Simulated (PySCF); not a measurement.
## Level sweep

CH3BH2, CH5B.
SMILES with atom numbers: `[BH2:1][CH3:2]` (hydrogens: H3, H4 on B1; H5, H6, H7 on C2)

Cartesian coordinates in Å at the PBE0-D3(BJ)/def2-SVP level; atoms count from 1:
```
atom  x, y, z in Å
B1     0.8901    0.0659   -0.0293
C2    -0.6534   -0.0922   -0.0929
H3     1.6072   -0.8797    0.2165
H4     1.4063    1.1557   -0.1493
H5    -0.9555    0.0830    0.9635
H6    -1.0185   -1.0976   -0.3473
H7    -1.1777    0.6726   -0.6840
```

PySCF, dipoles from the SCF density, polarisabilities from static response with core orbitals frozen. Isolated species at its PBE0-D3(BJ)/def2-SVP geometry, gas phase.

Reference dipole: 0.575 D (computed, CCSD(T)/CBS, all electrons, equilibrium geometry, gas; Hait, Head-Gordon, J. Chem. Theory Comput. 14 (2018) 1969). Reference polarisability: 4.272 Å³ (computed, CCSD(T)/CBS, static electronic, isotropic average, equilibrium geometry, gas; Hait, Head-Gordon, Phys. Chem. Chem. Phys. 20 (2018) 19800). The anisotropy is √(½[(α1 − α2)² + (α2 − α3)² + (α3 − α1)²]).

```csv
level,μ (D),error (%),α (Å³),error (%),anisotropy (Å³)
LDA/def2-SVPD,0.841,+46.2,4.71,+10.2,1.30
PBE/def2-SVPD,0.790,+37.5,4.60,+7.6,1.25
B3LYP/def2-SVPD,0.703,+22.2,4.47,+4.6,1.12
PBE0/def2-SVPD,0.725,+26.1,4.42,+3.4,1.10
BHandHLYP/def2-SVPD,0.640,+11.3,4.30,+0.6,0.98
CAM-B3LYP/def2-SVPD,0.687,+19.5,4.42,+3.4,1.05
wB97X-D/def2-SVPD,0.683,+18.8,4.41,+3.1,1.03
LC-wPBE/def2-SVPD,0.695,+20.9,4.30,+0.6,0.98
HF/def2-SVPD,0.571,-0.7,4.13,-3.3,0.83
PBE0/6-31G*,0.751,+30.6,3.55,-16.9,1.26
PBE0/6-31+G*,0.718,+24.8,3.90,-8.6,1.45
PBE0/def2-SVP,0.786,+36.6,3.74,-12.3,1.31
PBE0/aug-cc-pVDZ,0.707,+23.0,4.49,+5.1,1.14
PBE0/def2-TZVP,0.730,+27.0,4.20,-1.6,1.19
PBE0/def2-TZVPD,0.714,+24.1,4.47,+4.8,1.12
PBE0/aug-cc-pVTZ,0.714,+24.2,4.50,+5.3,1.13
```

For the dipole, the smallest error is 0.7% (HF/def2-SVPD) and the largest 46.2% (LDA/def2-SVPD). For the polarisability, the smallest error is 0.6% (BHandHLYP/def2-SVPD and LC-wPBE/def2-SVPD) and the largest 16.9% (PBE0/6-31G*). The dipole runs from 0.57 D (HF/def2-SVPD) to 0.84 D (LDA/def2-SVPD). In one basis (def2-SVPD) the functionals order the polarisability from HF (lowest) to LDA (highest), a spread of 14%. With PBE0 the polarisability is 3.83 Å³ without diffuse functions (mean of 6-31G*, def2-SVP and def2-TZVP) and 4.36 Å³ with them (mean of 6-31+G*, def2-SVPD, aug-cc-pVDZ, def2-TZVPD and aug-cc-pVTZ).
